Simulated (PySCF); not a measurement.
**EPR parameters of C5H11S**

Compound: C5H11S (doublet state).
Z-matrix (Å and degrees, GFN2-xTB geometry), rows numbered from 1:
```
C 
C   1  1.5251
C   2  1.4800  1  112.74
C   3  1.4756  2  121.76  1   168.68
C   4  1.5404  3  110.21  2    93.40
S   5  1.8260  4  112.70  3   176.97
H   1  1.0874  2  110.44  3    59.69
H   1  1.0873  2  110.39  3   -60.17
H   1  1.0874  2  110.56  3   179.71
H   2  1.0967  1  109.86  3   122.60
H   2  1.1029  1  108.48  3  -122.21
H   3  1.0766  2  118.68  1   -23.86
H   4  1.0939  3  110.96  2  -147.55
H   4  1.0936  3  110.70  2   -26.82
H   5  1.0893  4  110.62  3    59.76
H   5  1.0898  4  111.03  3   -61.54
H   6  1.3319  5   95.82  4    60.94
```

The hyperfine couplings belong to this conformer and change with its torsions.

As a line formula: `SCC[CH]CC` [radical].

Computed, not measured: UKS B3LYP, pcH-1 on C H S, non-relativistic, mean-field spin-orbit, GIAO in PySCF 2.14.0. Isolated species at its GFN2-xTB geometry (one conformer only). A GFN2-xTB geometry isn't a minimum of the functional, and hyperfine couplings can be far from their values at a DFT geometry. Stability of the SCF solution: not tested.

* g1, g2, g3: 2.00233, 2.00280, 2.00339
* g_iso: 2.00284
* Form of g: rhombic: the two nearest values differ by 44 % of g3 − g1
* ⟨S²⟩: 0.7539 (exact 0.7500)
* HOMO–LUMO gap, α and β orbitals: 5.72, 4.89 eV

Hyperfine couplings atom by atom, in MHz; T1 to T3 are the principal values of the dipolar part:

| atom | isotope | a_iso | of which spin–orbit | T1 | T2 | T3 | Mulliken spin population |
| --- | --- | --- | --- | --- | --- | --- | --- |
| C1 | 13C | 10.2 | 0.0 | -1.4 | -1.2 | 2.5 | 0.01 |
| C2 | 13C | -32.2 | 0.0 | -2.1 | -0.1 | 2.2 | -0.08 |
| C3 | 13C | 98.9 | -0.1 | -79.6 | -78.8 | 158.4 | 1.02 |
| C4 | 13C | -29.7 | 0.0 | -2.0 | -0.3 | 2.3 | -0.08 |
| C5 | 13C | 103.2 | 0.0 | -4.7 | -4.6 | 9.3 | 0.04 |
| S6 | 33S | 0.0 | 0.0 | -3.0 | -2.3 | 5.3 | 0.02 |
| H7 | 1H | -1.6 | 0.0 | -2.8 | -2.6 | 5.5 | 0.00 |
| H8 | 1H | -1.9 | 0.0 | -3.7 | -2.6 | 6.3 | 0.00 |
| H9 | 1H | -1.5 | 0.0 | -1.9 | -1.6 | 3.4 | 0.00 |
| H10 | 1H | 61.4 | 0.0 | -4.7 | -4.4 | 9.2 | 0.03 |
| H11 | 1H | 141.1 | 0.0 | -5.3 | -3.0 | 8.3 | 0.06 |
| H12 | 1H | -60.5 | 0.0 | -38.1 | 0.0 | 38.1 | -0.04 |
| H13 | 1H | 55.4 | 0.0 | -5.1 | -4.4 | 9.5 | 0.02 |
| H14 | 1H | 13.8 | 0.0 | -4.8 | -4.0 | 8.8 | 0.01 |
| H15 | 1H | -2.3 | 0.0 | -5.1 | -2.2 | 7.3 | 0.00 |
| H16 | 1H | -3.7 | 0.0 | -4.8 | -2.0 | 6.8 | 0.00 |
| H17 | 1H | -0.5 | 0.0 | -1.6 | -0.5 | 2.1 | 0.00 |

Largest spin populations (Mulliken): C3 (+1.02), C2 (-0.08), C4 (-0.08) and H11 (+0.06). No atom but C3 exceeds +0.15. The angles at C3 add up to 358.8°, so it is planar; its axial dipolar tensor and the negative coupling of its proton fit spin in a p orbital normal to that plane.

Axes: g3 points within 13° of the C3–H12 bond.

Under fast tumbling the dipolar parts average out, and these isotropic splittings remain: 2 × 1H (H10/H11, I = 1/2, 3 lines) with 3.61 mT, 1 × 1H (H12, I = 1/2, 2 lines) with 2.16 mT, 2 × 1H (H13/H14, I = 1/2, 3 lines) with 1.23 mT, 2 × 1H (H15/H16, I = 1/2, 3 lines) with 0.11 mT and 3 × 1H (H7/H8/H9, I = 1/2, 4 lines) with 0.06 mT.

Means are taken over nuclei equivalent by connectivity, which assumes that they swap fast. The 1H value of +101.3 MHz is a mean of couplings from 61.4 to 141.1 MHz in this one geometry, not an average over conformers. The 1H value of +34.6 MHz is a mean of couplings from 13.8 to 55.4 MHz in this one geometry, not an average over conformers.

The 13C coupling of C5 (103.2 MHz) shows only in satellite lines or after enrichment, since that isotope makes up about 1.07 % of natural carbon.
